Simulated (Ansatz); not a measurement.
Trimethylsilane, C₃H₁₀Si. Charge 0, multiplicity 1. The structure was optimised at the PBE0-D4/def2-TZVP level.

```xyz
14

C    -0.482   -0.980    1.404
Si   -0.111    0.421    0.217
C    -1.152    0.256   -1.331
C     1.710    0.437   -0.221
H     0.105   -0.887    2.321
H    -1.539   -0.991    1.683
H    -0.245   -1.948    0.952
H    -0.451    1.714    0.885
H    -0.932   -0.680   -1.851
H    -0.959    1.078   -2.025
H    -2.219    0.264   -1.092
H     2.330    0.551    0.672
H     2.001   -0.495   -0.714
H     1.946    1.261   -0.899
```

(1) What is the dipole moment at ωB97M-V/def2-TZVPP? (Estimate.)

(2) And with PBE, r2SCAN, B3LYP? (Best estimate.)

(3) Give the Mulliken charges with ωB97M-V, PBE, B3LYP in def2-TZVPP. (Estimate.)

Results:

(1) Ansatz gave: 0.59 D, with components (0.13, -0.51, -0.26) D in this frame, pointing from negative to positive charge.

(2) The calculation gave: PBE 0.61 D, r2SCAN 0.62 D, B3LYP 0.57 D.

(3) Ansatz gave: 
```tsv
atom	ωB97M-V	PBE	B3LYP
C1	-0.45	-0.38	-0.39
Si2	0.39	0.35	0.44
C3	-0.45	-0.38	-0.39
C4	-0.45	-0.38	-0.39
H5	0.11	0.10	0.09
H6	0.11	0.10	0.09
H7	0.11	0.09	0.09
H8	-0.06	-0.10	-0.11
H9	0.11	0.09	0.09
H10	0.11	0.10	0.09
H11	0.11	0.10	0.09
H12	0.11	0.10	0.09
H13	0.11	0.09	0.09
H14	0.11	0.10	0.09
```

B3LYP here is the variant with VWN-RPA as its local correlation; programs differ in this.
